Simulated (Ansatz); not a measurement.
input.yaml

```yaml
crystal:
  lattice:
    - [4.0509188951, 0.0, 0.0]
    - [0.0, 4.0509188951, 0.0]
    - [0.0, 0.0, 4.1676285213]
  atoms:
    - { symbol: Ba, position: [0.0, 0.0, -0.0044913172] }
    - { symbol: Ti, position: [0.5, 0.5, 0.4811993323] }
    - { symbol: O, position: [0.5, 0.5, 0.0315330395] }
    - { symbol: O, position: [0.5, 0.0, 0.5173794727] }
    - { symbol: O, position: [0.0, 0.5, 0.5173794727] }
basis:
  ecutwfc: 420
kpoints:
  mp_grid: { grid: [8, 8, 8] }
hamiltonian:
  xc: pbe
  hubbard: { sites: [{ species: Ti, l: d, u_eff: 4.0 }] }
scf:
  occupations: { method: gaussian, width: 0.02 }
output:
  forces: true
  stress: true
  eigenvalues: true
relax:
  adjacent_minimum: "off"
  f_tol: 0.01
  max_steps: 30
  cell: { stress_tol: 0.1, fix: [volume] }
```

Launched with
```bash
ansatz run input.yaml --threads 2 --pin off --max-ram 5120MiB --backend cpu --events-out ev --progress --plain --runs-dir out
```

Computed with Ansatz 0.2.0, DFT PBE+U, scalar-relativistic, plane waves, PAW.

Abridged output:

```
Ba: projections on atomic orbitals take those of the free atom [Kr 4d10] 5s2 5p6 6s2, of charge +0.00 (hamiltonian.pseudopotentials.projection_atoms); the dataset's partial waves leave at most 9.7e-6 of an orbital's norm unspanned inside its sphere
Ti: projections on atomic orbitals take those of the free atom [Ne] 3s2 3p6 3d2 4s2, of charge +0.00 (hamiltonian.pseudopotentials.projection_atoms); the dataset's partial waves leave at most 4.1e-7 of an orbital's norm unspanned inside its sphere
O: projections on atomic orbitals take those of the free atom [He] 2s2 2p4, of charge +0.00 (hamiltonian.pseudopotentials.projection_atoms); the dataset's partial waves leave at most 1.9e-8 of an orbital's norm unspanned inside its sphere
Pseudopotentials: kind: paw
Pseudopotential: Ba, paw, valence charge 10, recommended cutoff 420 eV (normal)
Pseudopotential: Ti, paw, valence charge 12, recommended cutoff 420 eV (normal)
Pseudopotential: O, paw, valence charge 6, recommended cutoff 420 eV (normal)
Functional definition: PBE
Crystal: 5 atoms, lattice volume = 68.391 Å³
Basis set: ecut = 420 eV, 1341 PW (Γ), exchange–correlation on 60×60×60 points (8 copies of the dense FFT grid, shifted against one another)
Bands: 25, of which v1, the nominal top of the filled ones, is band 20 counted from 1 (19 counted from 0)
Symmetry: 8 space group operations
Space group: P4mm (ITA 99), of the structure as read, at distance tolerance 4.1e-5 Å
k-points: 75 of 512 (time reversal used)
Initial density: superposition of atomic densities (chi_scale 0.1, normalization cell, long waves kept (reshape's long-wave potential 0.00 eV rms))
Initial wavefunctions: pseudopotential atomic-orbital guess
Functional: x = pbe(κ = 0.804, μ = 0.21951497), c = pbe(β = 0.06672455)
SCF iter   1: F=—  HF=-10156.847246 eV  |F-HF|=—  |Δ(HF+E_count)|=         —  Δρ=5.90e-2  dr2=3.49e0  ethr=3.10e-3  ⟨swp⟩=7.7  Hψ=10402  notcnv=0
SCF iter   2: F=—  HF=-10156.186443 eV  |F-HF|=—  |Δ(HF+E_count)|=   6.61e-1  Δρ=3.13e-2  dr2=6.41e-1  ethr=3.10e-3  ⟨swp⟩=3.0  Hψ=4708  notcnv=0  defer=75
SCF iter   3: F=—  HF=-10156.116397 eV  |F-HF|=—  |Δ(HF+E_count)|=   7.00e-2  Δρ=1.52e-2  dr2=2.08e-1  ethr=1.60e-3  ⟨swp⟩=2.4  Hψ=2899  notcnv=0  defer=75
SCF iter   4: F=—  HF=-10156.100774 eV  |F-HF|=—  |Δ(HF+E_count)|=   1.56e-2  Δρ=7.59e-3  dr2=3.69e-2  ethr=5.20e-4  ⟨swp⟩=2.4  Hψ=3054  notcnv=0  defer=75
SCF iter   5: F=—  HF=-10156.100696 eV  |F-HF|=—  |Δ(HF+E_count)|=   7.85e-5  Δρ=1.75e-3  dr2=2.02e-3  ethr=9.22e-5  ⟨swp⟩=2.4  Hψ=3446  notcnv=0  defer=75
SCF iter   6: F=—  HF=-10156.101589 eV  |F-HF|=—  |Δ(HF+E_count)|=   8.94e-4  Δρ=8.27e-4  dr2=4.01e-4  ethr=5.06e-6  ⟨swp⟩=2.1  Hψ=3428  notcnv=0  defer=75
SCF iter   7: F=—  HF=-10156.101606 eV  |F-HF|=—  |Δ(HF+E_count)|=   1.64e-5  Δρ=2.91e-4  dr2=6.02e-5  ethr=1.00e-6  ⟨swp⟩=2.0  Hψ=3026  notcnv=0  defer=75
SCF iter   8: F=—  HF=-10156.101614 eV  |F-HF|=—  |Δ(HF+E_count)|=   8.21e-6  Δρ=7.48e-5  dr2=3.36e-6  ethr=1.51e-7  ⟨swp⟩=2.5  Hψ=3220  notcnv=0  defer=75
SCF iter   9: F=—  HF=-10156.101616 eV  |F-HF|=—  |Δ(HF+E_count)|=   1.78e-6  Δρ=1.83e-5  dr2=3.23e-7  ethr=8.39e-9  ⟨swp⟩=2.3  Hψ=3276  notcnv=0  defer=75
SCF iter  10: F=-10156.101616 eV  HF=-10156.101616 eV  |F-HF|=1.36e-8  |Δ(HF+E_count)|=   1.23e-7  Δρ=3.68e-6  dr2=1.01e-8  ethr=2.50e-10  ⟨swp⟩=11.7  Hψ=9952  notcnv=0
SCF 1 converged in 10 iterations: F = -10156.101616 eV  dr2 = 1.01e-8
relax step   1: F+E_penalty+E_count = -10156.10161574 eV  Δ(F+E_penalty+E_count) = +0.000e0 eV  max|allowed force component| = 2.894e-1 eV/Å  Δτ_max = 0.0000 Å  P = -4.321 GPa  Ω = 68.391 Å³  fix = [volume]  reactions: volume -4.321 GPa (10 SCF iters, dr2 threshold 1.00e-7 eV, accepted)
Initial density: handed on by an earlier stage of this run
Initial wavefunctions: those handed on with the density
SCF iter   1: F=—  HF=-10156.103703 eV  |F-HF|=—  |Δ(HF+E_count)|=         —  Δρ=1.48e-3  dr2=1.98e-3  ethr=4.72e-6  ⟨swp⟩=2.1  Hψ=9035  notcnv=0
SCF iter   2: F=—  HF=-10156.103313 eV  |F-HF|=—  |Δ(HF+E_count)|=   3.90e-4  Δρ=8.00e-4  dr2=6.03e-4  ethr=4.72e-6  ⟨swp⟩=2.8  Hψ=2958  notcnv=0
SCF iter   3: F=—  HF=-10156.103194 eV  |F-HF|=—  |Δ(HF+E_count)|=   1.19e-4  Δρ=6.17e-4  dr2=2.66e-4  ethr=1.51e-6  ⟨swp⟩=2.0  Hψ=2904  notcnv=0
SCF iter   4: F=—  HF=-10156.103142 eV  |F-HF|=—  |Δ(HF+E_count)|=   5.24e-5  Δρ=1.24e-4  dr2=9.35e-6  ethr=6.64e-7  ⟨swp⟩=2.1  Hψ=2926  notcnv=0
SCF iter   5: F=—  HF=-10156.103143 eV  |F-HF|=—  |Δ(HF+E_count)|=   1.72e-6  Δρ=8.76e-5  dr2=4.46e-6  ethr=2.34e-8  ⟨swp⟩=2.0  Hψ=3178  notcnv=0
SCF iter   6: F=-10156.103143 eV  HF=-10156.103143 eV  |F-HF|=1.86e-7  |Δ(HF+E_count)|=   1.57e-8  Δρ=1.98e-5  dr2=1.40e-7  ethr=1.25e-9  ⟨swp⟩=4.1  Hψ=7684  notcnv=0
SCF 2 converged in 6 iterations: F = -10156.103143 eV  dr2 = 1.40e-7
relax step   2: F+E_penalty+E_count = -10156.10314340 eV  Δ(F+E_penalty+E_count) = -1.528e-3 eV  max|allowed force component| = 3.502e-1 eV/Å  Δτ_max = 0.0193 Å  P = -4.025 GPa  Ω = 68.391 Å³  fix = [volume]  reactions: volume -4.025 GPa (6 SCF iters, dr2 threshold 5.00e-7 eV, accepted)
SCF iter   1: F=—  HF=-10156.106277 eV  |F-HF|=—  |Δ(HF+E_count)|=         —  Δρ=8.95e-4  dr2=6.44e-4  ethr=1.56e-6  ⟨swp⟩=2.0  Hψ=9750  notcnv=0
SCF iter   2: F=—  HF=-10156.106155 eV  |F-HF|=—  |Δ(HF+E_count)|=   1.21e-4  Δρ=4.72e-4  dr2=1.50e-4  ethr=1.56e-6  ⟨swp⟩=2.8  Hψ=3566  notcnv=0
SCF iter   3: F=—  HF=-10156.106130 eV  |F-HF|=—  |Δ(HF+E_count)|=   2.50e-5  Δρ=2.66e-4  dr2=5.77e-5  ethr=3.76e-7  ⟨swp⟩=2.1  Hψ=2681  notcnv=0
SCF iter   4: F=—  HF=-10156.106118 eV  |F-HF|=—  |Δ(HF+E_count)|=   1.21e-5  Δρ=6.15e-5  dr2=3.36e-6  ethr=1.44e-7  ⟨swp⟩=2.5  Hψ=3179  notcnv=0
SCF iter   5: F=-10156.106118 eV  HF=-10156.106118 eV  |F-HF|=3.84e-9  |Δ(HF+E_count)|=   3.99e-7  Δρ=2.10e-5  dr2=2.37e-7  ethr=1.25e-9  ⟨swp⟩=4.3  Hψ=8568  notcnv=0
SCF 3 converged in 5 iterations: F = -10156.106118 eV  dr2 = 2.37e-7
relax step   3: F+E_penalty+E_count = -10156.10611798 eV  Δ(F+E_penalty+E_count) = -2.975e-3 eV  max|allowed force component| = 2.862e-1 eV/Å  Δτ_max = 0.0065 Å  P = -3.796 GPa  Ω = 68.391 Å³  energy of the carried Pulay correction = -1.463e-16 eV  fix = [volume]  reactions: volume -3.796 GPa (5 SCF iters, dr2 threshold 5.00e-7 eV, accepted)
Basis set: ecut = 420 eV, 1343 PW (Γ), exchange–correlation on 60×60×60 points (8 copies of the dense FFT grid, shifted against one another)
SCF iter   1: F=—  HF=-10156.113372 eV  |F-HF|=—  |Δ(HF+E_count)|=         —  Δρ=3.77e-3  dr2=9.25e-3  ethr=2.32e-5  ⟨swp⟩=1.3  Hψ=10000  notcnv=0
SCF iter   2: F=—  HF=-10156.111885 eV  |F-HF|=—  |Δ(HF+E_count)|=   1.49e-3  Δρ=1.95e-3  dr2=1.71e-3  ethr=2.31e-5  ⟨swp⟩=2.9  Hψ=3469  notcnv=0
SCF iter   3: F=—  HF=-10156.111681 eV  |F-HF|=—  |Δ(HF+E_count)|=   2.03e-4  Δρ=1.03e-3  dr2=6.18e-4  ethr=4.26e-6  ⟨swp⟩=2.0  Hψ=3346  notcnv=0
SCF iter   4: F=—  HF=-10156.111614 eV  |F-HF|=—  |Δ(HF+E_count)|=   6.79e-5  Δρ=2.72e-4  dr2=4.58e-5  ethr=1.55e-6  ⟨swp⟩=2.4  Hψ=2929  notcnv=0
SCF iter   5: F=—  HF=-10156.111611 eV  |F-HF|=—  |Δ(HF+E_count)|=   2.65e-6  Δρ=9.30e-5  dr2=4.32e-6  ethr=1.14e-7  ⟨swp⟩=2.1  Hψ=2750  notcnv=0
SCF iter   6: F=—  HF=-10156.111611 eV  |F-HF|=—  |Δ(HF+E_count)|=   3.00e-7  Δρ=4.69e-5  dr2=1.38e-6  ethr=1.08e-8  ⟨swp⟩=2.0  Hψ=3165  notcnv=0
SCF iter   7: F=-10156.111611 eV  HF=-10156.111611 eV  |F-HF|=3.09e-9  |Δ(HF+E_count)|=   5.29e-8  Δρ=1.10e-5  dr2=6.93e-8  ethr=1.25e-9  ⟨swp⟩=6.6  Hψ=8984  notcnv=0
SCF 4 converged in 7 iterations: F = -10156.111611 eV  dr2 = 6.93e-8
relax step   4: F+E_penalty+E_count = -10156.11161113 eV  Δ(F+E_penalty+E_count) = -5.493e-3 eV  max|allowed force component| = 1.053e-1 eV/Å  Δτ_max = 0.0268 Å  P = -2.549 GPa  Ω = 68.391 Å³  energy of the carried Pulay correction = -1.097e-16 eV  fix = [volume]  reactions: volume -2.549 GPa (7 SCF iters, dr2 threshold 5.00e-7 eV, accepted)
SCF iter   1: F=—  HF=-10156.114146 eV  |F-HF|=—  |Δ(HF+E_count)|=         —  Δρ=1.39e-3  dr2=2.47e-3  ethr=5.69e-6  ⟨swp⟩=2.1  Hψ=9130  notcnv=0
SCF iter   2: F=—  HF=-10156.113641 eV  |F-HF|=—  |Δ(HF+E_count)|=   5.05e-4  Δρ=8.32e-4  dr2=9.36e-4  ethr=5.69e-6  ⟨swp⟩=1.1  Hψ=1976  notcnv=0
SCF iter   3: F=—  HF=-10156.113383 eV  |F-HF|=—  |Δ(HF+E_count)|=   2.58e-4  Δρ=5.16e-4  dr2=1.55e-4  ethr=2.34e-6  ⟨swp⟩=2.0  Hψ=2782  notcnv=0
SCF iter   4: F=—  HF=-10156.113355 eV  |F-HF|=—  |Δ(HF+E_count)|=   2.76e-5  Δρ=1.23e-4  dr2=6.42e-6  ethr=3.87e-7  ⟨swp⟩=2.0  Hψ=3221  notcnv=0
SCF iter   5: F=—  HF=-10156.113360 eV  |F-HF|=—  |Δ(HF+E_count)|=   4.90e-6  Δρ=4.47e-5  dr2=1.34e-6  ethr=1.61e-8  ⟨swp⟩=2.0  Hψ=3136  notcnv=0
SCF iter   6: F=-10156.113360 eV  HF=-10156.113360 eV  |F-HF|=3.03e-7  |Δ(HF+E_count)|=   2.11e-9  Δρ=2.44e-5  dr2=4.22e-7  ethr=1.25e-9  ⟨swp⟩=6.5  Hψ=9025  notcnv=0
SCF 5 converged in 6 iterations: F = -10156.113360 eV  dr2 = 4.22e-7
relax step   5: F+E_penalty+E_count = -10156.11335987 eV  Δ(F+E_penalty+E_count) = -1.749e-3 eV  max|allowed force component| = 3.227e-2 eV/Å  Δτ_max = 0.0235 Å  P = -2.398 GPa  Ω = 68.391 Å³  energy of the carried Pulay correction = -1.097e-16 eV  fix = [volume]  reactions: volume -2.398 GPa (6 SCF iters, dr2 threshold 5.00e-7 eV, accepted)
Basis set: ecut = 420 eV, 1327 PW (Γ), exchange–correlation on 60×60×60 points (8 copies of the dense FFT grid, shifted against one another)
SCF iter   1: F=—  HF=-10156.113485 eV  |F-HF|=—  |Δ(HF+E_count)|=         —  Δρ=2.12e-4  dr2=2.64e-5  ethr=5.35e-8  ⟨swp⟩=2.4  Hψ=9666  notcnv=0
SCF iter   2: F=—  HF=-10156.113480 eV  |F-HF|=—  |Δ(HF+E_count)|=   4.90e-6  Δρ=1.11e-4  dr2=9.91e-6  ethr=5.35e-8  ⟨swp⟩=2.4  Hψ=3113  notcnv=0
SCF iter   3: F=—  HF=-10156.113479 eV  |F-HF|=—  |Δ(HF+E_count)|=   1.41e-6  Δρ=9.84e-5  dr2=6.19e-6  ethr=2.48e-8  ⟨swp⟩=2.2  Hψ=2844  notcnv=0
SCF iter   4: F=—  HF=-10156.113477 eV  |F-HF|=—  |Δ(HF+E_count)|=   1.14e-6  Δρ=2.01e-5  dr2=2.14e-7  ethr=1.55e-8  ⟨swp⟩=2.0  Hψ=2646  notcnv=0
SCF iter   5: F=-10156.113477 eV  HF=-10156.113477 eV  |F-HF|=7.85e-8  |Δ(HF+E_count)|=   2.57e-8  Δρ=1.20e-5  dr2=1.01e-7  ethr=3.38e-10  ⟨swp⟩=6.3  Hψ=8851  notcnv=0
SCF 6 converged in 5 iterations: F = -10156.113477 eV  dr2 = 1.01e-7
relax step   6: F+E_penalty+E_count = -10156.11347742 eV  Δ(F+E_penalty+E_count) = -1.175e-4 eV  max|allowed force component| = 1.212e-2 eV/Å  Δτ_max = 0.0015 Å  P = -2.380 GPa  Ω = 68.391 Å³  energy of the carried Pulay correction = -1.097e-16 eV  fix = [volume]  reactions: volume -2.380 GPa (5 SCF iters, dr2 threshold 1.35e-7 eV, accepted)
Basis set: ecut = 420 eV, 1335 PW (Γ), exchange–correlation on 60×60×60 points (8 copies of the dense FFT grid, shifted against one another)
SCF iter   1: F=—  HF=-10156.113490 eV  |F-HF|=—  |Δ(HF+E_count)|=         —  Δρ=8.25e-5  dr2=5.04e-6  ethr=9.33e-9  ⟨swp⟩=2.5  Hψ=9692  notcnv=0
SCF iter   2: F=—  HF=-10156.113490 eV  |F-HF|=—  |Δ(HF+E_count)|=   8.61e-7  Δρ=4.69e-5  dr2=1.62e-6  ethr=9.33e-9  ⟨swp⟩=2.6  Hψ=3059  notcnv=0
SCF iter   3: F=—  HF=-10156.113489 eV  |F-HF|=—  |Δ(HF+E_count)|=   1.81e-7  Δρ=3.86e-5  dr2=1.23e-6  ethr=4.04e-9  ⟨swp⟩=2.0  Hψ=2977  notcnv=0
SCF iter   4: F=—  HF=-10156.113489 eV  |F-HF|=—  |Δ(HF+E_count)|=   2.18e-7  Δρ=8.55e-6  dr2=5.12e-8  ethr=3.08e-9  ⟨swp⟩=2.1  Hψ=2579  notcnv=0
SCF iter   5: F=—  HF=-10156.113489 eV  |F-HF|=—  |Δ(HF+E_count)|=   4.85e-9  Δρ=5.93e-6  dr2=1.95e-8  ethr=1.28e-10  ⟨swp⟩=2.1  Hψ=3271  notcnv=0
SCF iter   6: F=-10156.113489 eV  HF=-10156.113489 eV  |F-HF|=2.36e-10  |Δ(HF+E_count)|=   1.84e-9  Δρ=1.39e-6  dr2=1.26e-9  ethr=2.29e-11  ⟨swp⟩=4.9  Hψ=6983  notcnv=0
SCF 7 converged in 6 iterations: F = -10156.113489 eV  dr2 = 1.26e-9
relax step   7: F+E_penalty+E_count = -10156.11348917 eV  Δ(F+E_penalty+E_count) = -1.175e-5 eV  max|allowed force component| = 1.379e-3 eV/Å  Δτ_max = 0.0003 Å  P = -2.382 GPa  Ω = 68.391 Å³  energy of the carried Pulay correction = -1.097e-16 eV  fix = [volume]  reactions: volume -2.382 GPa (6 SCF iters, dr2 threshold 9.17e-9 eV, accepted)
Basis set: ecut = 420 eV, 1335 PW (Γ), exchange–correlation on 54×54×60 points (8 copies of the dense FFT grid, shifted against one another)
Initial wavefunctions: pseudopotential atomic-orbital guess (no wavefunctions were taken with the density)
SCF iter   1: F=—  HF=-10156.114156 eV  |F-HF|=—  |Δ(HF+E_count)|=         —  Δρ=1.57e-4  dr2=1.46e-6  ethr=3.96e-8  ⟨swp⟩=3.1  Hψ=15230  notcnv=0
SCF iter   2: F=—  HF=-10156.114196 eV  |F-HF|=—  |Δ(HF+E_count)|=   3.99e-5  Δρ=8.09e-5  dr2=3.81e-7  ethr=3.64e-9  ⟨swp⟩=2.5  Hψ=3140  notcnv=0
SCF iter   3: F=—  HF=-10156.114212 eV  |F-HF|=—  |Δ(HF+E_count)|=   1.62e-5  Δρ=9.12e-6  dr2=4.43e-8  ethr=9.52e-10  ⟨swp⟩=2.0  Hψ=3000  notcnv=0
SCF iter   4: F=—  HF=-10156.114212 eV  |F-HF|=—  |Δ(HF+E_count)|=  5.88e-10  Δρ=2.45e-6  dr2=2.89e-9  ethr=1.11e-10  ⟨swp⟩=2.0  Hψ=2946  notcnv=0
SCF iter   5: F=—  HF=-10156.114212 eV  |F-HF|=—  |Δ(HF+E_count)|=   1.36e-9  Δρ=9.57e-7  dr2=2.96e-10  ethr=7.22e-12  ⟨swp⟩=2.3  Hψ=2989  notcnv=0
SCF iter   6: F=-10156.114212 eV  HF=-10156.114212 eV  |F-HF|=1.49e-10  |Δ(HF+E_count)|=  4.46e-10  Δρ=5.35e-7  dr2=1.88e-10  ethr=1.00e-12  ⟨swp⟩=4.8  Hψ=7051  notcnv=0
SCF 8 converged in 6 iterations: F = -10156.114212 eV  dr2 = 1.88e-10
Basis set: ecut = 420 eV, 1327 PW (Γ), exchange–correlation on 54×54×60 points (8 copies of the dense FFT grid, shifted against one another)
SCF iter   1: F=—  HF=-10156.114299 eV  |F-HF|=—  |Δ(HF+E_count)|=         —  Δρ=3.37e-4  dr2=6.41e-5  ethr=1.46e-7  ⟨swp⟩=2.2  Hψ=9772  notcnv=0
SCF iter   2: F=—  HF=-10156.114290 eV  |F-HF|=—  |Δ(HF+E_count)|=   9.04e-6  Δρ=1.74e-4  dr2=1.83e-5  ethr=1.46e-7  ⟨swp⟩=2.5  Hψ=3356  notcnv=0
SCF iter   3: F=—  HF=-10156.114291 eV  |F-HF|=—  |Δ(HF+E_count)|=   1.40e-6  Δρ=1.10e-4  dr2=7.85e-6  ethr=4.56e-8  ⟨swp⟩=2.1  Hψ=2851  notcnv=0
SCF iter   4: F=—  HF=-10156.114290 eV  |F-HF|=—  |Δ(HF+E_count)|=   1.03e-6  Δρ=3.22e-5  dr2=8.30e-7  ethr=1.96e-8  ⟨swp⟩=2.2  Hψ=2739  notcnv=0
SCF iter   5: F=—  HF=-10156.114290 eV  |F-HF|=—  |Δ(HF+E_count)|=   5.21e-9  Δρ=1.51e-5  dr2=1.38e-7  ethr=2.07e-9  ⟨swp⟩=2.1  Hψ=2917  notcnv=0
SCF iter   6: F=-10156.114290 eV  HF=-10156.114290 eV  |F-HF|=7.45e-9  |Δ(HF+E_count)|=   3.97e-9  Δρ=6.37e-6  dr2=1.91e-8  ethr=1.05e-10  ⟨swp⟩=4.9  Hψ=7124  notcnv=0
SCF 9 converged in 6 iterations: F = -10156.114290 eV  dr2 = 1.91e-8
relax step   9: F+E_penalty+E_count = -10156.11429014 eV  Δ(F+E_penalty+E_count) = -7.815e-5 eV  max|allowed force component| = 1.270e-3 eV/Å  Δτ_max = 0.0022 Å  P = -2.239 GPa  Ω = 68.391 Å³  energy of the carried Pulay correction = -2.129e-6 eV  fix = [volume]  reactions: volume -2.239 GPa (6 SCF iters, dr2 threshold 4.20e-8 eV, accepted)
SCF iter   1: F=—  HF=-10156.114336 eV  |F-HF|=—  |Δ(HF+E_count)|=         —  Δρ=1.49e-5  dr2=3.18e-8  ethr=3.89e-8  ⟨swp⟩=3.1  Hψ=15220  notcnv=0
SCF iter   2: F=—  HF=-10156.114339 eV  |F-HF|=—  |Δ(HF+E_count)|=   3.39e-6  Δρ=7.85e-6  dr2=1.04e-8  ethr=7.96e-11  ⟨swp⟩=2.5  Hψ=3415  notcnv=0
SCF iter   3: F=—  HF=-10156.114340 eV  |F-HF|=—  |Δ(HF+E_count)|=   2.83e-8  Δρ=3.21e-6  dr2=5.45e-9  ethr=2.60e-11  ⟨swp⟩=2.0  Hψ=3000  notcnv=0
SCF iter   4: F=—  HF=-10156.114340 eV  |F-HF|=—  |Δ(HF+E_count)|=   1.05e-9  Δρ=8.03e-7  dr2=5.06e-10  ethr=1.36e-11  ⟨swp⟩=2.0  Hψ=2810  notcnv=0
SCF iter   5: F=—  HF=-10156.114340 eV  |F-HF|=—  |Δ(HF+E_count)|=  3.35e-10  Δρ=9.30e-7  dr2=6.29e-10  ethr=1.00e-12  ⟨swp⟩=5.5  Hψ=7275  notcnv=0
SCF iter   6: F=-10156.114340 eV  HF=-10156.114340 eV  |F-HF|=5.46e-12  |Δ(HF+E_count)|=  8.73e-11  Δρ=1.27e-7  dr2=1.23e-11  ethr=1.00e-12  ⟨swp⟩=3.0  Hψ=7164  notcnv=0
SCF 10 converged in 6 iterations: F = -10156.114340 eV  dr2 = 1.23e-11
SCF converged after 6 iterations
Free energy (F): -10156.114340 eV
Harris-Foulkes:  -10156.114340 eV  (|F-HF|=5.46e-12)
Internal energy: -10156.114340 eV  (E = F + TS)
E sigma→0 (E₀):  -10156.114340 eV
Fermi energy:    10.950112 eV
--- Per-component energies (eV) ---
  E_band       = -177.726046
  E_kinetic    = 966.036732
  E_local      = -2202.295363  (includes V_loc(G=0)·N_el)
  E_nonlocal   = 202.136516
  E_hartree    = 853.182453
  E_xc         = -490.530945
  E_vxc        = -544.782896  (∫ρ·V_xc dr)
  E_hubbard    = 3.375829  (on-site DFT+U / exact-exchange correction)
  E_vhub       = 2.357728  (the Hubbard potential's part of the band-sum identity)
  E_paw        = -6743.555670  (= ΣΔE_a)
  E_vpaw       = -307.551169  (= ΣTr[D̂ρ^β])
  E_aug_tail   = 0.007414  (compensation charges beyond the density's cutoff)
  E_ewald      = -2744.471304
  E_smearing   =  0.000000  (= −TS)
--- Forces (eV/Å), atoms counted from 1 ---
  atom   1  Ba     0.00000000     0.00000000    -0.00032552
  atom   2  Ti     0.00000000     0.00000000    -0.00088264
  atom   3  O      0.00000000     0.00000000     0.00129029
  atom   4  O      0.00000000     0.00000000    -0.00003699
  atom   5  O      0.00000000     0.00000000    -0.00003699
--- Stress (GPa, compression-positive) ---
       -2.246632       0.000000       0.000000
        0.000000      -2.246632       0.000000
        0.000000       0.000000      -2.223057
  P = ⅓ Tr σ = -2.2388 GPa (-22.388 kbar)
--- Band table (eV; the first three rows and the last of 75) ---
  k-point 0: bands = ["-47.9724", "-24.2375", "-24.1204", "-24.1204", "-15.3353", "-7.1655", "-6.4929", "-6.3157", "-0.5459", "-0.4723", "-0.4723", "7.1181", "7.2570", "7.2570", "8.1576", "8.1576", "8.4802", "8.8515", "9.2478", "9.2478", "12.0827", "12.5462", "12.5462", "13.5162", "13.7283"]
  k-point 1: bands = ["-47.9724", "-24.2405", "-24.1203", "-24.1203", "-15.3261", "-7.1661", "-6.5063", "-6.3134", "-0.4853", "-0.4574", "-0.4574", "6.9099", "7.2218", "7.2218", "8.0825", "8.0825", "8.3834", "8.6510", "9.2201", "9.2201", "12.0940", "12.6708", "12.6708", "13.5126", "14.0052"]
  k-point 2: bands = ["-47.9721", "-24.2477", "-24.1200", "-24.1200", "-15.3037", "-7.1852", "-6.5178", "-6.3077", "-0.4208", "-0.4208", "-0.3399", "6.4411", "7.1221", "7.1221", "7.9356", "7.9356", "8.1693", "8.2386", "9.1507", "9.1507", "12.1216", "12.9636", "12.9636", "13.5102", "14.5734"]
  k-point 74: bands = ["-47.9707", "-24.2537", "-24.1574", "-24.1574", "-15.1357", "-6.5517", "-6.2511", "-6.2511", "-1.1084", "-1.1084", "-0.9032", "5.1988", "6.0612", "6.1439", "7.2485", "7.3545", "7.3545", "9.3478", "9.3478", "9.8175", "13.7737", "13.7737", "13.9251", "15.5618", "16.0450"]
Occupation matrices written to <dir>
--- Relaxed structure (8 steps of the walk, 8 accepted, 2 SCFs on fresh bases) ---
  F+E_penalty+E_count = -10156.11433952 eV   max|allowed force component| = 1.289e-3 eV/Å   (the final SCF, on the basis selected at the relaxed cell)
  cell:  # Å, volume = 68.3906 Å³
    - [4.01385382, 0.0, 0.0]
    - [0.0, 4.01385382, 0.0]
    - [0.0, 0.0, 4.24495404]
  atoms:
    - { symbol: Ba, position: [0.0, 0.0, -0.01318686] }
    - { symbol: Ti, position: [0.5, 0.5, 0.47267037] }
    - { symbol: O, position: [0.5, 0.5, 0.04212971] }
    - { symbol: O, position: [0.5, 0.0, 0.52069338] }
    - { symbol: O, position: [0.0, 0.5, 0.52069338] }
```

The relaxation met its thresholds.

It took 72 s on 2 threads of Intel(R) Xeon(R) Platinum 8375C CPU @ 2.90GHz (Ice Lake), on a shared host, peak memory 0.55 GiB.

Spin-orbit coupling is left out, which matters for the bands of heavy elements.